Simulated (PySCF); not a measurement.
# SiH⁻: a base run and its variants

Base input, run as `OMP_NUM_THREADS=1 python input.py` with PySCF 2.14:

```python
from pyscf import gto, scf
from pyscf.geomopt.geometric_solver import optimize

mol = gto.M(
    atom='Si 0 0 0; H 0 0 1.535',
    basis='def2-tzvpp',
    charge=-1,
    spin=2,
    verbose=4,
)
mf = scf.UHF(mol)
mf.kernel()
mol_eq = optimize(mf, maxsteps=30)
print('optimised geometry (angstrom)')
print(mol_eq.tostring('raw'))
print('orbital energies (hartree):', [e[max(0, n-3):n+3].round(4) for e, n in zip(mf.mo_energy, mol.nelec)])
```

Base result: E(SCF) = -289.455781 Eh, 11 cycles, ⟨S²⟩ = 2.038, all at the start geometry; optimised bond 1.550 Å with E = -289.455834 Eh after 3 steps. The last line lists the levels of the start geometry. The basis has no diffuse functions, which an anion needs. No search for the lowest solution was made.

Run time: 2.2 s on 1 thread of Intel Xeon 6975P-C (shared host), peak memory 0.15 GiB.

Each row names what differs from the base; energies in brackets are changes from the base.

| change | result |
| --- | --- |
| DIIS space: default → 2 | E(SCF) = -289.455781 Eh (+0.0000 eV), 14 cycles, ⟨S²⟩ = 2.038, all at the start geometry; optimised bond 1.550 Å with E = -289.455834 Eh after 3 steps |
| geometry: bond 1.535 → bond 10 [unsound on purpose] [spin-contaminated] | E(SCF) = -289.375158 Eh (+2.1939 eV), 12 cycles, ⟨S²⟩ = 3.001, all at the start geometry; optimised bond 10.000 Å with E = -289.375158 Eh after 2 steps |
| basis set: def2-tzvpp → def2-tzvp [no diffuse functions for the anion] | E(SCF) = -289.455600 Eh (+0.0049 eV), 11 cycles, ⟨S²⟩ = 2.038, all at the start geometry; optimised bond 1.549 Å with E = -289.455650 Eh after 3 steps |
| geometry: bond 1.535 → bond 1.428 | E(SCF) = -289.451540 Eh (+0.1154 eV), 11 cycles, ⟨S²⟩ = 2.039, all at the start geometry; optimised bond 1.550 Å with E = -289.455834 Eh after 5 steps |
| cycle limit: 50 → 2 [unsound on purpose] | the SCF does not converge, then it stops with RuntimeError (Nuclear gradients of <pyscf.scf.hf.UHF_Scanner object> not converged) after the SCF |
| smearing width (hartree): none → 0.2; step after the SCF: optimize → none [unsound on purpose] [smearing does not keep the typed spin] | E(SCF) = -288.306264 Eh (+31.2800 eV), 13 cycles |
| level shift (hartree): none → 5 [unsound on purpose] | not converged: SCF after 50 cycles |
| step after the SCF: optimize → ccsd(t); frozen orbitals: default → 5 | E(SCF) = -289.455781 Eh (+0.0000 eV), 11 cycles, E(CCSD) − E(SCF) = -0.11791 Eh, (T) = -0.00442 Eh, ⟨S²⟩ = 2.038 |
| geometry: bond 1.535 → bond 3.07 | the SCF does not converge, then it stops with RuntimeError (Nuclear gradients of <pyscf.scf.hf.UHF_Scanner object> not converged) after the SCF |
| basis set: def2-tzvpp → 6-311g** [no diffuse functions for the anion] | E(SCF) = -289.453606 Eh (+0.0592 eV), 10 cycles, ⟨S²⟩ = 2.024, all at the start geometry; optimised bond 1.554 Å with E = -289.453696 Eh after 3 steps |
| PCM solvent, dielectric constant: none → 2.27; step after the SCF: optimize → analyze | E(SCF) = -289.508979 Eh (-1.4476 eV), 11 cycles, ⟨S²⟩ = 2.038 |
| Cartesian functions: off → on | E(SCF) = -289.457606 Eh (-0.0497 eV), 11 cycles, ⟨S²⟩ = 2.037, all at the start geometry; optimised bond 1.547 Å with E = -289.457640 Eh after 3 steps |
| functional: none (Hartree–Fock) → slater,; SCF type: UHF → UKS; step after the SCF: optimize → analyze [unsound on purpose] | E(SCF) = -287.729057 Eh, 9 cycles, ⟨S²⟩ = 2.008 |
| basis set: def2-tzvpp → cc-pvdz [no diffuse functions for the anion] | E(SCF) = -289.445055 Eh (+0.2919 eV), 10 cycles, ⟨S²⟩ = 2.031, all at the start geometry; optimised bond 1.568 Å with E = -289.445321 Eh after 4 steps |
| charge: -1 → -2; spin (2S): 2 → 1 [another spin of the ion may lie lower] [no diffuse functions for the anion] | E(SCF) = -289.193555 Eh (+7.1355 eV), 12 cycles, ⟨S²⟩ = 0.769, all at the start geometry; optimised bond 1.601 Å with E = -289.194391 Eh after 5 steps |
| charge: -1 → 0; spin (2S): 2 → 1 [another spin of the ion may lie lower] | E(SCF) = -289.434052 Eh (+0.5913 eV), 11 cycles, ⟨S²⟩ = 0.773, all at the start geometry; optimised bond 1.515 Å with E = -289.434167 Eh after 3 steps |
| charge: -1 → 1 [another spin of the ion may lie lower] | E(SCF) = -289.102118 Eh (+9.6237 eV), 11 cycles, ⟨S²⟩ = 2.018, all at the start geometry; optimised bond 1.506 Å with E = -289.102314 Eh after 4 steps |
| functional: none (Hartree–Fock) → pbesol; SCF type: UHF → UKS; step after the SCF: optimize → analyze | E(SCF) = -289.334621 Eh, 9 cycles, ⟨S²⟩ = 2.006 |
| functional: none (Hartree–Fock) → hcth407; SCF type: UHF → UKS; step after the SCF: optimize → analyze | E(SCF) = -290.063506 Eh, 10 cycles, ⟨S²⟩ = 2.013 |

Order these changes by how far they move the SCF energy from the base, largest first: (1) Cartesian functions: off → on; (2) PCM solvent, dielectric constant: none → 2.27; step after the SCF: optimize → analyze; (3) geometry: bond 1.535 → bond 1.428.

(2) -1.4476 eV, (3) +0.1154 eV, (1) -0.0497 eV.
